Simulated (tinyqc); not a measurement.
Worked calculation: ROHF in the sto-3g basis, for NH, spin multiplicity 3. One step of it, computed by the program tinyqc.

Task: Iteration 1: building the Fock matrix. J_ij = sum D_kl (ij|kl) with D = D(alpha) + D(beta), K_ij = sum D_kl (ik|jl) for each spin; F = H + J - K(s); E = tr D H + tr D J / 2 - 0.5 sum_s tr D(s) K(s) + E_nn.

D(alpha) at the start, order 1N 1s, 1N 2s, 1N 2px, 1N 2py, 1N 2pz, 2H 1s:
$$\begin{pmatrix}
1.059491 & -0.254293 & 0.000000 & 0.000000 & -0.006126 & 0.018494 \\
-0.254293 & 1.086618 & 0.000000 & 0.000000 & 0.032434 & -0.076788 \\
0.000000 & 0.000000 & 1.000000 & 0.000000 & 0.000000 & 0.000000 \\
0.000000 & 0.000000 & 0.000000 & 1.000000 & 0.000000 & 0.000000 \\
-0.006126 & 0.032434 & 0.000000 & 0.000000 & 1.036551 & -0.101168 \\
0.018494 & -0.076788 & 0.000000 & 0.000000 & -0.101168 & 0.014867
\end{pmatrix}$$

D(beta) at the start, order 1N 1s, 1N 2s, 1N 2px, 1N 2py, 1N 2pz, 2H 1s:
$$\begin{pmatrix}
1.059491 & -0.254293 & 0.000000 & 0.000000 & -0.006126 & 0.018494 \\
-0.254293 & 1.086618 & 0.000000 & 0.000000 & 0.032434 & -0.076788 \\
0.000000 & 0.000000 & 0.000000 & 0.000000 & 0.000000 & 0.000000 \\
0.000000 & 0.000000 & 0.000000 & 0.000000 & 0.000000 & 0.000000 \\
-0.006126 & 0.032434 & 0.000000 & 0.000000 & 1.036551 & -0.101168 \\
0.018494 & -0.076788 & 0.000000 & 0.000000 & -0.101168 & 0.014867
\end{pmatrix}$$

core Hamiltonian H = T + V (hartree), order 1N 1s, 1N 2s, 1N 2px, 1N 2py, 1N 2pz, 2H 1s:
$$\begin{pmatrix}
-24.528655 & -5.639735 & 0.000000 & 0.000000 & -0.006441 & -0.381047 \\
-5.639735 & -6.590602 & 0.000000 & 0.000000 & -0.081786 & -1.077846 \\
0.000000 & 0.000000 & -5.228855 & 0.000000 & 0.000000 & 0.000000 \\
0.000000 & 0.000000 & 0.000000 & -5.228855 & 0.000000 & 0.000000 \\
-0.006441 & -0.081786 & 0.000000 & 0.000000 & -5.271822 & -0.980059 \\
-0.381047 & -1.077846 & 0.000000 & 0.000000 & -0.980059 & -2.794236
\end{pmatrix}$$

Two-electron integrals (ij|kl) in chemists' order, unique and non-zero (hartree):
```
(11|11) 4.166630   (21|11) 0.640849   (21|21) 0.117461   (22|11) 0.969864
(22|21) 0.220936   (22|22) 0.708245   (31|31) 0.020960   (32|31) 0.032452
(32|32) 0.156449   (33|11) 0.967124   (33|21) 0.220977   (33|22) 0.708086
(33|33) 0.762805   (41|41) 0.020960   (42|41) 0.032452   (42|42) 0.156449
(43|43) 0.041119   (44|11) 0.967124   (44|21) 0.220977   (44|22) 0.708086
(44|33) 0.680568   (44|44) 0.762805   (51|51) 0.020960   (52|51) 0.032452
(52|52) 0.156449   (53|53) 0.041119   (54|54) 0.041119   (55|11) 0.967124
(55|21) 0.220977   (55|22) 0.708086   (55|33) 0.680568   (55|44) 0.680568
(55|55) 0.762805   (61|11) 0.043288   (61|21) 0.007879   (61|22) 0.014766
(61|33) 0.014737   (61|44) 0.014737   (61|51) 0.000378   (61|52) 0.000722
(61|55) 0.014827   (61|61) 0.000536   (62|11) 0.134492   (62|21) 0.031145
(62|22) 0.114429   (62|33) 0.111967   (62|44) 0.111967   (62|51) 0.002539
(62|52) 0.021676   (62|55) 0.119232   (62|61) 0.002146   (62|62) 0.026681
(63|31) 0.002784   (63|32) 0.017370   (63|53) 0.004074   (63|63) 0.003035
(64|41) 0.002784   (64|42) 0.017370   (64|54) 0.004074   (64|64) 0.003035
(65|11) 0.120644   (65|21) 0.028241   (65|22) 0.110507   (65|33) 0.105656
(65|44) 0.105656   (65|51) 0.004659   (65|52) 0.035853   (65|55) 0.120079
(65|61) 0.002003   (65|62) 0.030912   (65|65) 0.038312   (66|11) 0.332468
(66|21) 0.078109   (66|22) 0.329242   (66|33) 0.317265   (66|44) 0.317265
(66|51) 0.006275   (66|52) 0.076124   (66|55) 0.352873   (66|61) 0.005387
(66|62) 0.108859   (66|65) 0.141500   (66|66) 0.774606
```

nuclear repulsion = 2.33411498 hartree

Give: Coulomb J; exchange K(alpha); exchange K(beta); F(alpha); F(beta); total energy of this density.

Result:

Coulomb J (hartree), order 1N 1s, 1N 2s, 1N 2px, 1N 2py, 1N 2pz, 2H 1s:
$$\begin{pmatrix}
14.1471 & 2.6006 & 0.0000 & 0.0000 & 0.0012 & 0.1748 \\
2.6006 & 6.1847 & 0.0000 & 0.0000 & 0.0007 & 0.9585 \\
0.0000 & 0.0000 & 6.1510 & 0.0000 & 0.0000 & 0.0000 \\
0.0000 & 0.0000 & 0.0000 & 6.1510 & 0.0000 & 0.0000 \\
0.0012 & 0.0007 & 0.0000 & 0.0000 & 6.2323 & 0.9112 \\
0.1748 & 0.9585 & 0.0000 & 0.0000 & 0.9112 & 2.6491
\end{pmatrix}$$

exchange K(alpha) (hartree), order 1N 1s, 1N 2s, 1N 2px, 1N 2py, 1N 2pz, 2H 1s:
$$\begin{pmatrix}
4.2802 & 0.7399 & 0.0000 & 0.0000 & 0.0002 & 0.0534 \\
0.7399 & 1.2363 & 0.0000 & 0.0000 & 0.0017 & 0.1620 \\
0.0000 & 0.0000 & 1.0189 & 0.0000 & 0.0000 & 0.0000 \\
0.0000 & 0.0000 & 0.0000 & 1.0189 & 0.0000 & 0.0000 \\
0.0002 & 0.0017 & 0.0000 & 0.0000 & 1.0196 & 0.1151 \\
0.0534 & 0.1620 & 0.0000 & 0.0000 & 0.1151 & 0.0426
\end{pmatrix}$$

exchange K(beta) (hartree), order 1N 1s, 1N 2s, 1N 2px, 1N 2py, 1N 2pz, 2H 1s:
$$\begin{pmatrix}
4.2383 & 0.6750 & 0.0000 & 0.0000 & 0.0002 & 0.0478 \\
0.6750 & 0.9234 & 0.0000 & 0.0000 & 0.0017 & 0.1272 \\
0.0000 & 0.0000 & 0.2150 & 0.0000 & 0.0000 & 0.0000 \\
0.0000 & 0.0000 & 0.0000 & 0.2150 & 0.0000 & 0.0000 \\
0.0002 & 0.0017 & 0.0000 & 0.0000 & 0.9373 & 0.1070 \\
0.0478 & 0.1272 & 0.0000 & 0.0000 & 0.1070 & 0.0365
\end{pmatrix}$$

F(alpha) (hartree), order 1N 1s, 1N 2s, 1N 2px, 1N 2py, 1N 2pz, 2H 1s:
$$\begin{pmatrix}
-14.6618 & -3.7790 & 0.0000 & 0.0000 & -0.0054 & -0.2596 \\
-3.7790 & -1.6422 & 0.0000 & 0.0000 & -0.0828 & -0.2813 \\
0.0000 & 0.0000 & -0.0967 & 0.0000 & 0.0000 & 0.0000 \\
0.0000 & 0.0000 & 0.0000 & -0.0967 & 0.0000 & 0.0000 \\
-0.0054 & -0.0828 & 0.0000 & 0.0000 & -0.0591 & -0.1840 \\
-0.2596 & -0.2813 & 0.0000 & 0.0000 & -0.1840 & -0.1877
\end{pmatrix}$$

F(beta) (hartree), order 1N 1s, 1N 2s, 1N 2px, 1N 2py, 1N 2pz, 2H 1s:
$$\begin{pmatrix}
-14.6199 & -3.7141 & 0.0000 & 0.0000 & -0.0054 & -0.2540 \\
-3.7141 & -1.3293 & 0.0000 & 0.0000 & -0.0828 & -0.2465 \\
0.0000 & 0.0000 & 0.7072 & 0.0000 & 0.0000 & 0.0000 \\
0.0000 & 0.0000 & 0.0000 & 0.7072 & 0.0000 & 0.0000 \\
-0.0054 & -0.0828 & 0.0000 & 0.0000 & 0.0231 & -0.1758 \\
-0.2540 & -0.2465 & 0.0000 & 0.0000 & -0.1758 & -0.1817
\end{pmatrix}$$

total energy of this density = -53.614214 hartree
